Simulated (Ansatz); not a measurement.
**Question.** Name a neutral molecule of C and H with LUMO energy (ωB97M-V/def2-TZVPP) between 2.55 and 2.85 eV and zero-point energy (PBE0-D4/def2-TZVP) between 261 and 277 kJ/mol (Ansatz, PBE0-D4/def2-TZVP geometry).

**Answer.** `CCC` (2.72 eV, 271.6 kJ/mol). Other molecules can fit too; these were computed, each in one conformer that needn't be the lowest.
